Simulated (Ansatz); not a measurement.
Basis-set extrapolation for C$_{4}$H$_{9}$N, SMILES `CC1CCN1` (PBE0-D4/def2-TZVP geometry, frozen core, the Gaussian-basis code of Ansatz). Multiplicity 1, RHF reference.

```csv
,def2-TZVPP,def2-QZVPP
HF,-211.199589,-211.209550
MP2 correlation,-0.898289,-0.955594
CCSD(T) correlation,-0.982264,not run
```

Energies in hartree. Use E(X) = E(∞) + A·exp(−7.88·√X) for Hartree–Fock and E(X) = E(∞) + B·X^(−2.97) for correlation, with X = 3 and 4, and add CCSD(T) minus MP2 of the smaller set to the MP2 limit.

Q: What is the CCSD(T) energy at the basis-set limit?

A: HF limit: -211.209550 + (-0.009961) × 0.13774 = -211.21092. MP2 limit: -0.955594 + (-0.057305) × 0.74074 = -0.99804. Higher-order term: -0.982264 − (-0.898289) = -0.08398. Total: -212.29294 hartree, 291.7 kJ/mol below CCSD(T)/def2-TZVPP.
